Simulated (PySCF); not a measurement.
C₃H₃NOS.
InChI=1S/C3H3NOS/c6-3-1-4-5-2-3/h1-2,6H

Torsions of this conformer, `[SH:1][c:2]1[cH:3][n:4][o:5][cH:6]1`: H–S1–C2–C3 1°.

The closed-shell ground state was solved at several levels (PySCF, density fitting, gas phase, non-relativistic). The structure is a single PBE0-D3(BJ)/def2-SVP conformer in the gas phase; no vibrational or solvent corrections.

```tsv
level	basis functions	total energy (Eh)	HOMO (eV)	LUMO (eV)	gap (eV)	dipole (D)
CAM-B3LYP/def2-SVPD	154	-643.8300	-8.15	0.33	8.48	2.33
HF/pcSseg-2	265	-642.2094	-9.13	2.37	11.50	2.38
```

(1) What might PBE0/pcSseg-1 (124 basis functions) give for the same quantities?

(2) Over all these levels, which gives the widest orbital gap and which the narrowest?

(3) How far do the dipole and the HOMO energy spread over the levels?

## Answers

(1) Total energy -643.7630 Eh, HOMO -6.85 eV, LUMO -0.64 eV, gap 6.21 eV, dipole 2.34 D.

(2) HF/pcSseg-2 (Hartree–Fock, all exact exchange) has the widest, 11.50 eV, and PBE0/pcSseg-1 (global hybrid, 25 % exact exchange) the narrowest, 6.21 eV. Functional and basis both differ between the two, so the spread mixes both effects.

(3) The dipole runs from 2.33 to 2.38 D (mean 2.35 D) and the HOMO from -9.13 to -6.85 eV.
